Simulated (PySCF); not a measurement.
**Telling isomers of C4H6O2 apart by NMR**

- B3LYP/pcJ-1 coupling constants (spin–dipole term left out of most H,H and C,H couplings)
- GIAO PBE0/pcSseg-1 shieldings
- geometry: GFN2-xTB
- run in PySCF 2.14
- equivalent nuclei averaged, no relativistic terms, one computed conformer, in vacuum

δ = σ(ref) − σ, references computed at the same level: ¹H (31.72 ppm) and ¹³C (186.93 ppm) against TMS. Multiplet labels drop J under 1 Hz and among equivalent protons, and merge close values. Unscaled 3J(H,H) run several per cent high. Acid and N–H amide carbonyl carbons lie up to 10 ppm further downfield in solution (hydrogen bonding). Shifts are as computed. Against solution values, carbons near 30 ppm lie about +3 ppm off and those near 130 ppm about +5 ppm. Of 1211 compounds with measured shifts, 218 miss one by over three times the rms of a fit or turn the order of signals round; such compounds aren't used in these exercises. OH and NH positions are gas-phase values without hydrogen bonding to other molecules.

(1) Tabulate the signals of `O=C(O)C1CC1`, `C=COC(C)=O` and their relative energies.

(2) What is the quickest way to tell O=C(O)C1CC1 from C=COC(C)=O?

Answers

(1) 
| SMILES | carbon types | δC | δH | E rel. (kcal/mol) |
| --- | --- | --- | --- | --- |
| O=C(O)C1CC1 | 1×C 1×CH 2×CH2 | 180.6, 13.6, 11.8 | 6.08 (br s, 1H), 1.65 (tt, 1H), 1.02 (m, 2H), 0.90 (m, 2H) | 0.0 |
| C=COC(C)=O | 1×C 1×CH 1×CH2 1×CH3 | 172.4, 149.3, 101.1, 23.2 | 7.88 (dd, 1H), 5.08 (dd, 1H), 4.83 (dd, 1H), 2.14 (s, 3H) | 7.3 |

Energies are electronic energies at PBE0/pcSseg-1 on these geometries, without zero-point or thermal terms, each for the one conformer computed, which needn't be the lowest.

(2) Count the carbon signals: 3 against 4. The first has a three-membered-ring carbon (CH) at 13.6 ppm, the second an alkene carbon bearing oxygen (CH) at 149.3 ppm. Their most deshielded carbons lie at 180.6 and 172.4 ppm. In the proton spectra the most deshielded non-exchanging signals are 1.65 (tt, J = 9.0, 5.2 Hz, 1H) and 7.88 (dd, J = 15.1, 7.9 Hz, 1H).
